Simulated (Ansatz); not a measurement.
Rock-salt DyN

All values below come from PBEsol (PAW; Ansatz, a first-principles code).

Settings: plane-wave cutoff 500 eV, 14×14×14 k mesh, Fermi–Dirac smearing 0.05 eV, spin-polarised with parallel moments, scalar-relativistic PAW data made under PBE.

Cell: relaxed at this level.

* **volume per atom**: 13.93 Å³/atom
* **lattice constant a**: 4.812 Å
* **band gap**: zero (no gap)

Note: the magnetic order was assumed, not searched for or taken from measurement; the 4f shell is treated without U or exact exchange, so its levels and filling can be wrong; the volume lies 6 % below that of the published cell.

Spin–orbit coupling is not included.
